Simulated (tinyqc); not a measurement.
Inside a calculation. Method: Pariser-Parr-Pople SCF with singles CI, for the molecule c1ccsc1 (SMILES; centres numbered as the heavy atoms are written). Computed by tinyqc, a small Python program that keeps every step. Settings: charge = 0, gamma = MN, start = huckel, damping = 0.3, iteration cap = 52, excitations kept = 9. Command: `OMP_NUM_THREADS=1 python tinyqc.py 24844 24845 out.jsonl` (the two numbers bound the seeds that draw the settings). One thread of a shared host (Intel(R) Xeon(R) Processor @ 2.60GHz), about 0.01 s of CPU time with the checks. Later iterations appear only in the table of the cycle.

## PPP integrals

Centres (angstrom, eV; a flat drawing with bonds scaled to 1.40 angstrom):

| centre | x | y | core charge z | W | gamma_rr |
|---|---|---|---|---|---|
| 1C | 1.19100 | 0.00000 | 1 | 11.16000 | 11.13000 |
| 2C | 0.36800 | 1.13300 | 1 | 11.16000 | 11.13000 |
| 3C | -0.96300 | 0.70000 | 1 | 11.16000 | 11.13000 |
| 4S | -0.96300 | -0.70000 | 2 | 22.00000 | 13.00000 |
| 5C | 0.36800 | -1.13300 | 1 | 11.16000 | 11.13000 |

Resonance integrals (eV):

| i | j | beta |
|---|---|---|
| 1 | 2 | -2.39000 |
| 2 | 3 | -2.39000 |
| 3 | 4 | -2.02000 |
| 4 | 5 | -2.02000 |
| 5 | 1 | -2.39000 |

Mataga-Nishimoto: gamma = 14.399645/(R + a), a = 2 x 14.399645/(gamma_rr + gamma_ss); H_rr = -W_r - sum_(s != r) z_s gamma_rs; H_rs = beta for bonds.

repulsion gamma_rs (eV), lower triangle:
```
          1C        2C        3C        4S        5C
1C  11.13000
2C   5.34482  11.13000
3C   4.04637   5.34621  11.13000
4S   4.16368   4.16322   5.55219  13.00000
5C   5.34482   4.04511   4.04594   5.55292  11.13000
```

core matrix H (eV), lower triangle:
```
           1C         2C         3C         4S         5C
1C  -34.22337
2C   -2.39000  -34.22258
3C    0.00000   -2.39000  -35.70291
4S    0.00000    0.00000   -2.02000  -41.43201
5C   -2.39000    0.00000    0.00000   -2.02000  -35.70170
```

## Starting guess

pi electrons, sum of z_r less the charge = 6

Orbitals of the Hueckel matrix of the beta values.

P at the start, lower triangle:
```
          1C        2C        3C       4S       5C
1C   1.18553
2C   0.63274   1.18553
3C  -0.22735   0.66708   1.19160
4S  -0.26180  -0.26180   0.63346  1.24574
5C   0.66708  -0.22735  -0.25561  0.63346  1.19160
```

## Iteration 1: Fock matrix

F_rr = H_rr + P_rr gamma_rr / 2 + sum_(s != r) P_ss gamma_rs; F_rs = H_rs - P_rs gamma_rs / 2; E = tr P (H + F) / 2 + core repulsion sum_(r<s) z_r z_s gamma_rs.

F (eV), lower triangle:
```
          1C        2C        3C         4S        5C
1C  -4.91206
2C  -4.08094  -4.91168
3C   0.45996  -4.17318  -6.19873
4S   0.54502   0.54496  -3.77854  -10.23005
5C  -4.17271   0.45982   0.51709   -3.77877  -6.19977
```

pi energy = -82.29039 eV

## Iteration 1: orbitals and new P

Diagonalise F (the basis is taken as orthonormal) and form P = 2 sum c c over the lowest orbitals; 0.3 of the old P is kept.

orbital energies (eV): -14.23227  -10.03608  -9.26205  -0.63666  1.71478

P after iteration 1, lower triangle:
```
          1C        2C        3C       4S       5C
1C   1.10929
2C   0.61876   1.10928
3C  -0.14595   0.71325   1.15925
4S  -0.26240  -0.26235   0.55812  1.46287
5C   0.71324  -0.14597  -0.35020  0.55812  1.15931
```

## Iteration 2: Fock matrix

As before.

F (eV), lower triangle:
```
          1C        2C        3C        4S        5C
1C  -5.14329
2C  -4.04359  -5.14310
3C   0.29529  -4.29660  -6.02000
4S   0.54627   0.54610  -3.56940  -9.81251
5C  -4.29606   0.29523   0.70844  -3.56961  -6.02058
```

pi energy = -82.86024 eV

## Iteration 2: orbitals and new P

As before.

orbital energies (eV): -13.78189  -10.14832  -9.29975  -0.38094  1.47141

P after iteration 2, lower triangle:
```
          1C        2C        3C       4S       5C
1C   1.08745
2C   0.60611   1.08743
3C  -0.11952   0.73505   1.13970
4S  -0.26030  -0.26024   0.52700  1.54566
5C   0.73503  -0.11953  -0.37894  0.52701  1.13976
```

## Convergence

Stop when output and input P, before any damping, agree to 1e-7.

Course of the cycle:

| iteration | E (eV) | largest \|P(out) - P(in)\| |
|---|---|---|
| 1 | -82.2903941 | 3.10e-01 |
| 2 | -82.8602368 | 1.18e-01 |
| 3 | -83.0520768 | 4.75e-02 |
| 4 | -83.1146626 | 2.01e-02 |
| 5 | -83.1348467 | 8.99e-03 |
| 6 | -83.1413465 | 4.24e-03 |
| 7 | -83.1434493 | 2.26e-03 |
| 8 | -83.1441357 | 1.42e-03 |
| 9 | -83.1443624 | 8.86e-04 |
| 10 | -83.1444383 | 5.53e-04 |
| 11 | -83.1444641 | 3.44e-04 |
| ... | ... | ... |
| 19 | -83.1444779 | 7.75e-06 |
| 20 | -83.1444779 | 4.82e-06 |
| 21 | -83.1444779 | 3.00e-06 |
| 22 | -83.1444779 | 1.87e-06 |
| 23 | -83.1444779 | 1.16e-06 |
| 24 | -83.1444779 | 7.22e-07 |
| 25 | -83.1444779 | 4.49e-07 |
| 26 | -83.1444779 | 2.79e-07 |
| 27 | -83.1444779 | 1.74e-07 |
| 28 | -83.1444779 | 1.08e-07 |
| 29 | -83.1444779 | 6.72e-08 |

Converged in 29 iterations.

## Converged orbitals

Charges are z - P_rr.

orbital energies (eV): -13.55722  -10.11646  -9.35706  -0.25890  1.35179

coefficients:
```
        MO1       MO2       MO3       MO4       MO5
1C  0.33315  -0.55127   0.35357  -0.29168  -0.61239
2C  0.33318  -0.55144  -0.35327  -0.29145   0.61251
3C  0.42672  -0.03976  -0.61243   0.56238  -0.35353
4S  0.64329   0.62361  -0.00017  -0.44418   0.00005
5C  0.42672  -0.03940   0.61247   0.56251   0.35331
```

pi charges: 1C -0.07980, 2C -0.07978, 3C -0.11748, 4S 0.39458, 5C -0.11752

## Singles CI, singlets

Over the 6 single excitations with the smallest orbital gaps: A = (e_a - e_i) delta + 2 (ia|jb) - (ij|ab), with (pq|rs) = sum c_mp c_mq gamma_mn c_nr c_ns. f = 2/3 w |mu|^2 in atomic units, mu = sqrt2 sum c_ia sum_m c_mi c_ma R_m.

singlet CI matrix (eV), lower triangle:
```
          3>4       2>4      3>5       2>5      1>4       1>5
3>4   6.01766
2>4  -0.00035   6.29043
3>5   0.00055  -0.84773  7.21902
2>5   0.25332  -0.00009  0.00006   7.82202
1>4   0.00021  -0.00542  0.29269  -0.00024  9.26733
1>5   0.35092  -0.00020  0.00036  -0.29978  0.00003  10.72499
```

singlet excitation energies (eV): 5.78212  5.95093  7.68071  7.83602  9.31394  10.77772

oscillator strengths: 0.07197  0.32396  0.90238  0.39477  0.03348  0.00613

## Singles CI, triplets

Over the 6 single excitations with the smallest orbital gaps: A = (e_a - e_i) delta - (ij|ab), with (pq|rs) = sum c_mp c_mq gamma_mn c_nr c_ns.

triplet CI matrix (eV), lower triangle:
```
          3>4       2>4       3>5       2>5      1>4      1>5
3>4   2.77870
2>4   0.00007   4.04060
3>5  -0.00018   0.58282   4.80743
2>5   0.58282   0.00025  -0.00015   5.22696
1>4  -0.00025  -0.58827  -1.16147  -0.00027  6.89940
1>5  -1.16147  -0.00027   0.00045   1.07482  0.00013  9.43703
```

triplet excitation energies (eV): 2.37327  3.72582  4.43477  5.23128  7.58684  9.83814
